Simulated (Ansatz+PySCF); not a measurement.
Two shapes of singlet H2S.

Shape 1:

```xyz
3

S     0.0000    0.0000   -0.0936
H     0.0000    0.8744    0.7489
H     0.0000   -0.8744    0.7489
```

Shape 2:

```xyz
3

S     0.0000    0.0000   -0.1040
H     0.0000    0.9715    0.8321
H     0.0000   -0.9715    0.8321
```

Basis set: 6-31G (spherical functions). Frozen core: 5 orbitals. Charge 0, multiplicity 1.

Computed with Ansatz (development build ahead of 0.2.0) and PySCF 2.14.0; each method stands on the lowest determinant of its kind that the runs found.

Task: Which shape is lower in energy, and by how much in each method?

Result:

```tsv
method	E(2) − E(1) (eV)
RHF	-0.667
UHF-MP2	-0.803
RHF-CCSD(T)	-0.854
full CI (lowest root of this spin)	-0.856
PBE0 (restricted)	-0.795
```

Shape 2 is lower.
